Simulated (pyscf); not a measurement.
Structures and frequencies: ωB97X-D3(BJ)/def2-SVP in PySCF.

Question: For the elementary gas-phase step HO–SiH•–OH + hydrogen fluoride (HF) → HO–SiH•–F + water (H₂O) (doublet surface; O–Si, F–H broken, F–Si, H–O formed), what barrier and reaction energy does ωB97M-D3(BJ)/def2-TZVP give, measured from the separated reactants?

Answer: ΔE‡ = 60.7 kJ/mol, ΔE = -43.0 kJ/mol. Zero-point energy shifts the barrier by +3.7 kJ/mol. It is a four-centre exchange, with an imaginary mode of 690i cm⁻¹. On the reactant side the descent ends in a bound adduct, 43.3 kJ/mol under the separated species and 107.4 kJ/mol under the saddle at ωB97X-D3(BJ)/def2-TZVP. On the product side the descent ends in a bound adduct, 34.5 kJ/mol under the separated species and 139.6 kJ/mol under the saddle at ωB97X-D3(BJ)/def2-TZVP. One saddle was located; it need not be the lowest between these sides.
